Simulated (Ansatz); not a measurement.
One change: `OCC1CO1` becomes `O=CCC1CO1`.

Ansatz, PBE0-D4/def2-TZVP geometries, multiplicity 1. Each molecule was computed in one conformer, which needn't be the lowest.

```json
{"property": "LUMO energy (B3LYP/def2-TZVPP) / eV", "`OCC1CO1`": "0.94"}
{"property": "zero-point energy (PBE0-D4/def2-TZVP) / kJ/mol", "`OCC1CO1`": "240.1"}
{"property": "LUMO energy (ωB97M-V/def2-TZVPP) / eV", "`OCC1CO1`": "2.87"}
{"property": "ideal-gas entropy at 298 K and 1 bar (rigid rotor, harmonic PBE0-D4/def2-TZVP) / J/(mol·K)", "`OCC1CO1`": "304"}
{"property": "HOMO–LUMO gap (PBE/def2-TZVPP) / eV", "`OCC1CO1`": "6.52"}
{"property": "LUMO energy (PBE/def2-TZVPP) / eV", "`OCC1CO1`": "0.37"}
```

(1) Give the same properties after the change, and the shifts. (Estimate.)

## Answers

(1) Ansatz gave: 
```json
{"property": "LUMO energy (B3LYP/def2-TZVPP) / eV", "`O=CCC1CO1`": "-1.16", "shift": "-2.10"}
{"property": "zero-point energy (PBE0-D4/def2-TZVP) / kJ/mol", "`O=CCC1CO1`": "250.3", "shift": "10.2"}
{"property": "LUMO energy (ωB97M-V/def2-TZVPP) / eV", "`O=CCC1CO1`": "1.48", "shift": "-1.39"}
{"property": "ideal-gas entropy at 298 K and 1 bar (rigid rotor, harmonic PBE0-D4/def2-TZVP) / J/(mol·K)", "`O=CCC1CO1`": "330", "shift": "26"}
{"property": "HOMO–LUMO gap (PBE/def2-TZVPP) / eV", "`O=CCC1CO1`": "3.89", "shift": "-2.63"}
{"property": "LUMO energy (PBE/def2-TZVPP) / eV", "`O=CCC1CO1`": "-2.06", "shift": "-2.43"}
```

With PBE0 the HOMO rises by 0.25 eV and the LUMO falls by 2.19 eV, so the gap narrows by about 2.44 eV. PBE moves the HOMO by 0.21 eV and ωB97M-V by 0.28 eV. The zero-point energy changes by 10.2 kJ/mol with +3 modes.

B3LYP here is the variant with VWN-RPA as its local correlation; programs differ in this.
